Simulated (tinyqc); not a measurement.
Inside a calculation. Method: UHF in the sto-3g basis, for H3O+, spin multiplicity 1. One step of it, computed by the program tinyqc.

Problem. Iteration 2: diagonalisation and new density. Diagonalise F' = X^T F X, C = X C', fill 5 alpha and 5 beta electrons from the bottom; D(s) = C_occ C_occ^T. Each column has its largest component positive (the first on a tie).

extrapolated F(alpha) (hartree):
```
             1O 1s      1O 2s     1O 2px     1O 2py     1O 2pz      2H 1s      3H 1s      4H 1s
1O 1s   -20.833785  -5.302109  -0.000159   0.000091   0.005972  -0.682491  -0.682121  -0.682217
1O 2s    -5.302109  -2.830810  -0.000217   0.005322   0.014931  -0.817653  -0.817278  -0.816177
1O 2px   -0.000159  -0.000217  -0.742354   0.000436  -0.000132  -0.527238   0.262777   0.263028
1O 2py    0.000091   0.005322   0.000436  -0.746218   0.063520  -0.000445  -0.454442   0.453974
1O 2pz    0.005972   0.014931  -0.000132   0.063520  -0.830037   0.052143   0.034179   0.069924
2H 1s    -0.682491  -0.817653  -0.527238  -0.000445   0.052143  -0.628791  -0.178906  -0.179845
3H 1s    -0.682121  -0.817278   0.262777  -0.454442   0.034179  -0.178906  -0.622256  -0.178494
4H 1s    -0.682217  -0.816177   0.263028   0.453974   0.069924  -0.179845  -0.178494  -0.629541
```

extrapolated F(beta) (hartree):
```
             1O 1s      1O 2s     1O 2px     1O 2py     1O 2pz      2H 1s      3H 1s      4H 1s
1O 1s   -20.833785  -5.302109  -0.000159  -0.000091   0.005972  -0.682491  -0.682217  -0.682121
1O 2s    -5.302109  -2.830810  -0.000217  -0.005322   0.014931  -0.817653  -0.816177  -0.817278
1O 2px   -0.000159  -0.000217  -0.742354  -0.000436  -0.000132  -0.527238   0.263028   0.262777
1O 2py   -0.000091  -0.005322  -0.000436  -0.746218  -0.063520   0.000445  -0.453974   0.454442
1O 2pz    0.005972   0.014931  -0.000132  -0.063520  -0.830037   0.052143   0.069924   0.034179
2H 1s    -0.682491  -0.817653  -0.527238   0.000445   0.052143  -0.628791  -0.179845  -0.178906
3H 1s    -0.682217  -0.816177   0.263028  -0.453974   0.069924  -0.179845  -0.629541  -0.178494
4H 1s    -0.682121  -0.817278   0.262777   0.454442   0.034179  -0.178906  -0.178494  -0.622256
```

X:
```
                1          2          3          4          5          6          7          8
1O 1s   -0.417995   0.000133   0.000000   0.714346   0.587188   0.000000   0.000104   0.195638
1O 2s    1.099816  -0.000253   0.000000   0.004913   0.087745   0.000000   0.000126   0.486838
1O 2px   0.000158   0.862416   0.000000  -0.000085  -0.000068   0.000000   0.657824  -0.000072
1O 2py   0.000000   0.000000   0.862179   0.000000   0.000000   0.657969   0.000000   0.000000
1O 2pz  -0.069788   0.000010   0.000000  -0.649102   0.758225   0.000000  -0.000007  -0.032521
2H 1s   -0.480717  -0.811236   0.000000  -0.172062  -0.140113   0.000000   0.466106   0.316350
3H 1s   -0.480209   0.405841  -0.702674  -0.171985  -0.140042   0.403663  -0.233091   0.316373
4H 1s   -0.480209   0.405841   0.702674  -0.171985  -0.140042  -0.403663  -0.233091   0.316373
```

Give: F' = X^T F X; orbital energies; coefficients C; F' = X^T F X; orbital energies; coefficients C; D(alpha) after iteration 2; D(beta) after iteration 2.

Solution.

F' = X^T F X (alpha) (hartree):
```
         1        2        3         4        5        6        7        8
1  -1.0987   0.0001   0.0035    2.8350   2.3490   0.0001   0.0014   0.7547
2   0.0001   0.1111  -0.0009   -0.0013  -0.0013   0.0012  -0.0628   0.0003
3   0.0035  -0.0009   0.1042   -0.0507   0.0620  -0.0657   0.0012  -0.0021
4   2.8350  -0.0013  -0.0507  -10.5693  -8.3062  -0.0181  -0.0015  -4.8532
5   2.3490  -0.0013   0.0620   -8.3062  -7.9155   0.0207  -0.0014  -4.1501
6   0.0001   0.0012  -0.0657   -0.0181   0.0207  -0.9514  -0.0005   0.0015
7   0.0014  -0.0628   0.0012   -0.0015  -0.0014  -0.0005  -0.9519  -0.0022
8   0.7547   0.0003  -0.0021   -4.8532  -4.1501   0.0015  -0.0022  -3.7871
```

orbital energies (alpha) (hartree): MO1 -20.8420, MO2 -1.6170, MO3 -0.9638, MO4 -0.9556, MO5 -0.8304, MO6 -0.0795, MO7 0.1137, MO8 0.1158

coefficients C (alpha):
```
            MO1      MO2      MO3      MO4      MO5      MO6      MO7      MO8
1O 1s    0.9944  -0.2415   0.0025   0.0003  -0.0150  -0.1435  -0.0008   0.0013
1O 2s    0.0239   0.9013  -0.0130  -0.0016   0.0726   0.7975   0.0031  -0.0066
1O 2px   0.0000   0.0004   0.0236   0.7070  -0.0011   0.0041   0.5710   0.5917
1O 2py   0.0000  -0.0040   0.7021  -0.0250   0.1108  -0.0012   0.5902  -0.5675
1O 2pz  -0.0006  -0.0197  -0.2473   0.0099   0.9604  -0.1066   0.0593  -0.0568
2H 1s   -0.0036   0.1098   0.0227   0.4178  -0.0334  -0.6084  -0.5806  -0.6002
3H 1s   -0.0036   0.1082   0.3346  -0.2188   0.1151  -0.6059  -0.2301   0.8067
4H 1s   -0.0036   0.1091  -0.3350  -0.1976  -0.1808  -0.6031   0.8107  -0.1969
```

F' = X^T F X (beta) (hartree):
```
         1        2        3         4        5        6        7        8
1  -1.0987   0.0001  -0.0035    2.8350   2.3490  -0.0001   0.0014   0.7547
2   0.0001   0.1111   0.0009   -0.0013  -0.0013  -0.0012  -0.0628   0.0003
3  -0.0035   0.0009   0.1042    0.0507  -0.0620  -0.0657  -0.0012   0.0021
4   2.8350  -0.0013   0.0507  -10.5693  -8.3062   0.0181  -0.0015  -4.8532
5   2.3490  -0.0013  -0.0620   -8.3062  -7.9155  -0.0207  -0.0014  -4.1501
6  -0.0001  -0.0012  -0.0657    0.0181  -0.0207  -0.9514   0.0005  -0.0015
7   0.0014  -0.0628  -0.0012   -0.0015  -0.0014   0.0005  -0.9519  -0.0022
8   0.7547   0.0003   0.0021   -4.8532  -4.1501  -0.0015  -0.0022  -3.7871
```

orbital energies (beta) (hartree): MO1 -20.8420, MO2 -1.6170, MO3 -0.9638, MO4 -0.9556, MO5 -0.8304, MO6 -0.0795, MO7 0.1137, MO8 0.1158

coefficients C (beta):
```
            MO1      MO2      MO3      MO4      MO5      MO6      MO7      MO8
1O 1s    0.9944  -0.2415  -0.0025   0.0003  -0.0150  -0.1435  -0.0008   0.0013
1O 2s    0.0239   0.9013   0.0130  -0.0016   0.0726   0.7975   0.0031  -0.0066
1O 2px   0.0000   0.0004  -0.0236   0.7070  -0.0011   0.0041   0.5710   0.5917
1O 2py   0.0000   0.0040   0.7021   0.0250  -0.1108   0.0012  -0.5902   0.5675
1O 2pz  -0.0006  -0.0197   0.2473   0.0099   0.9604  -0.1066   0.0593  -0.0568
2H 1s   -0.0036   0.1098  -0.0227   0.4178  -0.0334  -0.6084  -0.5806  -0.6002
3H 1s   -0.0036   0.1091   0.3350  -0.1976  -0.1808  -0.6031   0.8107  -0.1969
4H 1s   -0.0036   0.1082  -0.3346  -0.2188   0.1151  -0.6059  -0.2301   0.8067
```

D(alpha) after iteration 2:
```
          1O 1s    1O 2s   1O 2px   1O 2py   1O 2pz    2H 1s    3H 1s    4H 1s
1O 1s    1.0475  -0.1950   0.0002   0.0010  -0.0108  -0.0294  -0.0306  -0.0281
1O 2s   -0.1950   0.8183  -0.0011  -0.0046   0.0552   0.0954   0.1018   0.0898
1O 2px   0.0002  -0.0011   0.5004  -0.0012   0.0001   0.2960  -0.1469  -0.1473
1O 2py   0.0010  -0.0046  -0.0012   0.5058  -0.0674   0.0014   0.2527  -0.2507
1O 2pz  -0.0108   0.0552   0.0001  -0.0674   0.9841  -0.0357   0.0235  -0.0949
2H 1s   -0.0294   0.0954   0.2960   0.0014  -0.0357   0.1883  -0.0758  -0.0721
3H 1s   -0.0306   0.1018  -0.1469   0.2527   0.0235  -0.0758   0.1848  -0.0778
4H 1s   -0.0281   0.0898  -0.1473  -0.2507  -0.0949  -0.0721  -0.0778   0.1958
```

D(beta) after iteration 2:
```
          1O 1s    1O 2s   1O 2px   1O 2py   1O 2pz    2H 1s    3H 1s    4H 1s
1O 1s    1.0475  -0.1950   0.0002  -0.0010  -0.0108  -0.0294  -0.0281  -0.0306
1O 2s   -0.1950   0.8183  -0.0011   0.0046   0.0552   0.0954   0.0898   0.1018
1O 2px   0.0002  -0.0011   0.5004   0.0012   0.0001   0.2960  -0.1473  -0.1469
1O 2py  -0.0010   0.0046   0.0012   0.5058   0.0674  -0.0014   0.2507  -0.2527
1O 2pz  -0.0108   0.0552   0.0001   0.0674   0.9841  -0.0357  -0.0949   0.0235
2H 1s   -0.0294   0.0954   0.2960  -0.0014  -0.0357   0.1883  -0.0721  -0.0758
3H 1s   -0.0281   0.0898  -0.1473   0.2507  -0.0949  -0.0721   0.1958  -0.0778
4H 1s   -0.0306   0.1018  -0.1469  -0.2527   0.0235  -0.0758  -0.0778   0.1848
```
